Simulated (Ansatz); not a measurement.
TiAu (Pmma)

All numbers below come from DFT PBEsol, scalar-relativistic, plane waves, PAW in Ansatz 0.2.0.

Plane waves to 420 eV, a k mesh through Γ of 10×14×8 on the computed 4-atom cell and Gaussian smearing (0.10 eV); collinear spin from starting moments 0.51 0.51 0 0 μB.

The structure is relaxed at this level of theory with its symmetry kept. Whether it is the stable form of this composition wasn't checked.

```
Ti Au
1.0
     4.58792    0.00000    0.00000
     0.00000    2.89241    0.00000
     0.00000    0.00000    4.90515
Ti Au
2 2
Cartesian
  1.1470 0.0000 3.9962
  3.4409 0.0000 0.9090
  1.1470 1.4462 1.5737
  3.4409 1.4462 3.3315
```

| Item | Value |
| --- | --- |
| Space group | Pmma (No. 51) |
| Volume per atom | 16.27 Å³ |
| Formation energy from the elements' standard states (uncorrected) | -0.435 eV/atom |
| Kohn–Sham band gap | none (metal) |
| Density of states at the Fermi level | 3.73 states/eV per cell |
| Löwdin character within 0.5 eV of the Fermi level | Ti 3d 81 %, Au 5d 8 %, unprojected 8 % |
| Bader charges (e) | Ti (2 in the cell) 1.24, Au (2 in the cell) -1.24 |
| Total moment | 1.17 μB per cell |
| Site moments (μB; atoms counted from 1 over the whole cell) | Ti (atom 1) 0.47, Ti (atom 2) 0.47 |

Spin-orbit coupling is left out, which matters for the bands of heavy elements.

Only this magnetic start was tried.

Cost: 1 run of about 6.9 core-minutes, on Intel Xeon Processor @ 2.50GHz (Skylake/Cascade Lake) (shared hosts).